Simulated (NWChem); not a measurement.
All runs are NWChem calculations. System: nitrogen (N₂), charge 0, spin multiplicity 1, at a geometry optimised with B3LYP/def2-SVP. Level: CAM-B3LYP/def2-TZVPD.

Job file:

```
start mol
memory heap 200 mb stack 800 mb global 1000 mb
geometry units angstroms nocenter noautoz
  N      0.000000     0.000000     0.550196
  N      0.000000     0.000000    -0.550196
  symmetry group D2h
end
basis spherical
  * library def2-tzvpd
end
dft
  xc xcamb88 1.00 lyp 0.81 vwn_5 0.19 hfexch 1.00
  cam 0.33 cam_alpha 0.19 cam_beta 0.46
  direct
  iterations 100
end
task dft energy
```

Part of the output:

```
             Northwest Computational Chemistry Package (NWChem) 7.3.0
             --------------------------------------------------------

                                NWChem Input Module
                                -------------------

 Scaling coordinates for geometry "geometry" by  1.889725989
 (inverse scale =  0.529177249)

 Turning off AUTOSYM since
 SYMMETRY directive was detected!

                             Geometry "geometry" -> ""
                             -------------------------

 Output coordinates in angstroms (scale by  1.889725989 to convert to a.u.)

  No.       Tag          Charge          X              Y              Z
 ---- ---------------- ---------- -------------- -------------- --------------
    1 N                    7.0000     0.00000000     0.00000000     0.55019600
    2 N                    7.0000     0.00000000     0.00000000    -0.55019600

 Effective nuclear repulsion energy (a.u.)      23.5640437235

            Nuclear Dipole moment (a.u.)
            ----------------------------
        X                 Y               Z
 ---------------- ---------------- ----------------
     0.0000000000     0.0000000000     0.0000000000

      Symmetry information
      --------------------

 Group name             D2h
 Group number             26
 Group order               8
 No. of unique centers     1

      Symmetry unique atoms

     1


 Summary of "ao basis" -> "" (spherical)
 ------------------------------------------------------------------------------
       Tag                 Description            Shells   Functions and Types
 ---------------- ------------------------------  ------  ---------------------
 *                         def2-tzvpd                 on all atoms

                                 NWChem DFT Module
                                 -----------------

 Summary of "ao basis" -> "ao basis" (spherical)
 ------------------------------------------------------------------------------
       Tag                 Description            Shells   Functions and Types
 ---------------- ------------------------------  ------  ---------------------
 N                         def2-tzvpd               13       37   6s3p3d1f

 Summary of "ao basis" -> "ao basis" (spherical)
 ------------------------------------------------------------------------------
       Tag                 Description            Shells   Functions and Types
 ---------------- ------------------------------  ------  ---------------------
 N                         def2-tzvpd               13       37   6s3p3d1f

      Symmetry analysis of basis
      --------------------------

        ag         17
        au          4
        b1g         4
        b1u        17
        b2g         8
        b2u         8
        b3g         8
        b3u         8

  int_init: cando_txs set to always be  F

            General Information
            -------------------
          SCF calculation type: DFT
          Wavefunction type:  closed shell.
          No. of atoms     :     2
          No. of electrons :    14
           Alpha electrons :     7
            Beta electrons :     7
          Charge           :     0
          Spin multiplicity:     1
          Use of symmetry is: on ; symmetry adaption is: on
          Maximum number of iterations: 100
          This is a Direct SCF calculation.
          AO basis - number of functions:    74
                     number of shells:    26
          Convergence on energy requested:  1.00D-06
          Convergence on density requested:  1.00D-05
          Convergence on gradient requested:  5.00D-04

              XC Information
              --------------
                     Hartree-Fock (Exact) Exchange  1.000
                   CAM-Becke88 Exchange Functional  1.000
                      VWN V Correlation Functional  0.190 local
              Lee-Yang-Parr Correlation Functional  0.810

           Range-Separation Parameters
           ---------------------------
           Alpha           :  0.19
           Beta            :  0.46
           Gamma           :  0.33
           Short-Range HF  :     F

             Grid Information
             ----------------
          Grid used for XC integration:  medium
          Radial quadrature: Mura-Knowles
          Angular quadrature: Lebedev.
          Tag              B.-S. Rad. Rad. Pts. Rad. Cut. Ang. Pts.
          ---              ---------- --------- --------- ---------
          N                   0.65       49           7.0       434
          Grid pruning is: on
          Number of quadrature shells:    49
          Spatial weights used:  Erf1

          Convergence Information
          -----------------------
          Convergence aids based upon iterative change in
          total energy or number of iterations.
          Levelshifting, if invoked, occurs when the
          HOMO/LUMO gap drops below (HL_TOL):  1.00D-02
          DIIS, if invoked, will attempt to extrapolate
          using up to (NFOCK): 10 stored Fock matrices.

                    Damping( 0%)  Levelshifting(0.5)       DIIS
                  --------------- ------------------- ---------------
          dE  on:    start            ASAP                start
          dE off:    2 iters        100 iters           100 iters

      Screening Tolerance Information
      -------------------------------
          Density screening/tol_rho:  1.00D-10
          AO Gaussian exp screening on grid/accAOfunc:  14
          CD Gaussian exp screening on grid/accCDfunc:  20
          XC Gaussian exp screening on grid/accXCfunc:  20
          Schwarz screening/accCoul:  1.00D-08

      Superposition of Atomic Density Guess
      -------------------------------------

 Sum of atomic energies:        -108.62311278

      Non-variational initial energy
      ------------------------------

 Total energy =    -109.122860
 1-e energy   =    -193.804002
 2-e energy   =      61.117099
 HOMO         =      -0.429969
 LUMO         =       0.016573

      Symmetry analysis of molecular orbitals - initial
      -------------------------------------------------

 !! scf_movecs_sym_adapt:   46 vectors were symmetry contaminated

  Symmetry fudging

 !! scf_movecs_sym_adapt:   40 vectors were symmetry contaminated

  Numbering of irreducible representations:

     1 ag          2 au          3 b1g         4 b1u         5 b2g
     6 b2u         7 b3g         8 b3u

  Orbital symmetries:

     1 ag          2 b1u         3 ag          4 b1u         5 b2u
     6 b3u         7 ag          8 b3g         9 b2g        10 ag
    11 b1u        12 ag         13 ag         14 b1g        15 b3g
    16 b2g        17 b2u

 !! scf_movecs_sym_adapt:   32 vectors were symmetry contaminated

  Symmetry fudging

 !! scf_movecs_sym_adapt:   32 vectors were symmetry contaminated

   convergence    iter        energy       DeltaE   RMS-Dens  Diis-err    time
 ---------------- ----- ----------------- --------- --------- ---------  ------
 d= 0,ls=0.0,diis     1   -109.5085069493 -1.33D+02  5.45D-03  3.44D-01     3.9

 !! scf_movecs_sym_adapt:   32 vectors were symmetry contaminated

  Symmetry fudging

 !! scf_movecs_sym_adapt:   30 vectors were symmetry contaminated

 d= 0,ls=0.0,diis     2   -109.5261173485 -1.76D-02  1.41D-03  3.44D-02     7.5

 !! scf_movecs_sym_adapt:   32 vectors were symmetry contaminated

  Symmetry fudging

 !! scf_movecs_sym_adapt:   32 vectors were symmetry contaminated

 d= 0,ls=0.0,diis     3   -109.5291546203 -3.04D-03  2.68D-04  2.71D-03    10.8

 !! scf_movecs_sym_adapt:   32 vectors were symmetry contaminated

  Symmetry fudging

 !! scf_movecs_sym_adapt:   32 vectors were symmetry contaminated

 d= 0,ls=0.0,diis     4   -109.5294133932 -2.59D-04  4.08D-05  3.16D-06    13.8

 !! scf_movecs_sym_adapt:   32 vectors were symmetry contaminated

  Symmetry fudging

 !! scf_movecs_sym_adapt:   32 vectors were symmetry contaminated

 d= 0,ls=0.0,diis     5   -109.5294142445 -8.51D-07  4.08D-06  1.57D-08    17.6

         Total DFT energy =     -109.529414244528
      One electron energy =     -194.419014846142
           Coulomb energy =       74.975920526901
    Exchange-Corr. energy =      -13.650363648783
 Nuclear repulsion energy =       23.564043723496

 Numeric. integr. density =       14.000000521606

     Total iterative time =     16.7s

                  Occupations of the irreducible representations
                  ----------------------------------------------

                     irrep           alpha         beta
                     --------     --------     --------
                     ag                3.0          3.0
                     au                0.0          0.0
                     b1g               0.0          0.0
                     b1u               2.0          2.0
                     b2g               0.0          0.0
                     b2u               1.0          1.0
                     b3g               0.0          0.0
                     b3u               1.0          1.0

                       DFT Final Molecular Orbital Analysis
                       ------------------------------------

 Vector    5  Occ=2.000000D+00  E=-5.399164D-01  Symmetry=b3u
              MO Center=  1.6D-18, -6.9D-33, -4.9D-17, r^2= 8.9D-01
   Bfn.  Coefficient  Atom+Function         Bfn.  Coefficient  Atom+Function
  ----- ------------  ---------------      ----- ------------  ---------------
     7      0.327175  1 N  px                44      0.327175  2 N  px
    10      0.260442  1 N  px                47      0.260442  2 N  px
    13      0.123406  1 N  px                50      0.123406  2 N  px
    24      0.030609  1 N  d  1              61     -0.030609  2 N  d  1

 Vector    6  Occ=2.000000D+00  E=-5.399164D-01  Symmetry=b2u
              MO Center= -3.7D-33, -3.1D-18, -5.5D-17, r^2= 8.9D-01
   Bfn.  Coefficient  Atom+Function         Bfn.  Coefficient  Atom+Function
  ----- ------------  ---------------      ----- ------------  ---------------
     8      0.327175  1 N  py                45      0.327175  2 N  py
    11      0.260442  1 N  py                48      0.260442  2 N  py
    14      0.123406  1 N  py                51      0.123406  2 N  py
    22     -0.030609  1 N  d -1              59      0.030609  2 N  d -1

 Vector    7  Occ=2.000000D+00  E=-5.097402D-01  Symmetry=ag
              MO Center= -5.7D-30, -5.7D-30,  2.1D-16, r^2= 1.3D+00
   Bfn.  Coefficient  Atom+Function         Bfn.  Coefficient  Atom+Function
  ----- ------------  ---------------      ----- ------------  ---------------
     9      0.346314  1 N  pz                46     -0.346314  2 N  pz
    12      0.231729  1 N  pz                49     -0.231729  2 N  pz
     4      0.190935  1 N  s                 41      0.190935  2 N  s
     5      0.159646  1 N  s                 42      0.159646  2 N  s
    15      0.117565  1 N  pz                52     -0.117565  2 N  pz

 Vector    8  Occ=0.000000D+00  E= 2.314818D-02  Symmetry=b2g
              MO Center= -2.3D-17, -1.9D-34,  4.8D-17, r^2= 1.6D+00
   Bfn.  Coefficient  Atom+Function         Bfn.  Coefficient  Atom+Function
  ----- ------------  ---------------      ----- ------------  ---------------
     7      0.343764  1 N  px                44     -0.343764  2 N  px
    10      0.334751  1 N  px                47     -0.334751  2 N  px
    29     -0.183676  1 N  d  1              66     -0.183676  2 N  d  1
    13      0.149449  1 N  px                50     -0.149449  2 N  px

 Vector    9  Occ=0.000000D+00  E= 2.314818D-02  Symmetry=b3g
              MO Center=  4.0D-33,  6.6D-19, -4.0D-17, r^2= 1.6D+00
   Bfn.  Coefficient  Atom+Function         Bfn.  Coefficient  Atom+Function
  ----- ------------  ---------------      ----- ------------  ---------------
     8      0.343764  1 N  py                45     -0.343764  2 N  py
    11      0.334751  1 N  py                48     -0.334751  2 N  py
    27      0.183676  1 N  d -1              64      0.183676  2 N  d -1
    14      0.149449  1 N  py                51     -0.149449  2 N  py

 Vector   10  Occ=0.000000D+00  E= 8.374072D-02  Symmetry=ag
              MO Center= -1.1D-18,  1.3D-18, -7.2D-15, r^2= 6.8D+00
   Bfn.  Coefficient  Atom+Function         Bfn.  Coefficient  Atom+Function
  ----- ------------  ---------------      ----- ------------  ---------------
     6     -1.623410  1 N  s                 43     -1.623410  2 N  s
     5      1.589372  1 N  s                 42      1.589372  2 N  s
    15      0.476102  1 N  pz                52     -0.476102  2 N  pz
    28     -0.204271  1 N  d  0              65     -0.204271  2 N  d  0
     3      0.139283  1 N  s                 40      0.139283  2 N  s

 center of mass
 --------------
 x =   0.00000000 y =   0.00000000 z =   0.00000000

 moments of inertia (a.u.)
 ------------------
          30.275113808623           0.000000000000           0.000000000000
           0.000000000000          30.275113808623           0.000000000000
           0.000000000000           0.000000000000           0.000000000000

     Multipole analysis of the density
     ---------------------------------

     L   x y z        total         alpha         beta         nuclear
     -   - - -        -----         -----         ----         -------
     0   0 0 0     -0.000000     -7.000000     -7.000000     14.000000

     1   1 0 0     -0.000000     -0.000000     -0.000000      0.000000
     1   0 1 0     -0.000000     -0.000000     -0.000000      0.000000
     1   0 0 1     -0.000000     -0.000000     -0.000000      0.000000

     2   2 0 0     -7.710062     -3.855031     -3.855031      0.000000
     2   1 1 0      0.000000      0.000000      0.000000      0.000000
     2   1 0 1      0.000000      0.000000      0.000000      0.000000
     2   0 2 0     -7.710062     -3.855031     -3.855031      0.000000
     2   0 1 1      0.000000      0.000000      0.000000      0.000000
     2   0 0 2     -8.791221    -11.962729    -11.962729     15.134238

 Task  times  cpu:       17.6s     wall:       17.6s

 Total times  cpu:       17.7s     wall:       17.7s
```
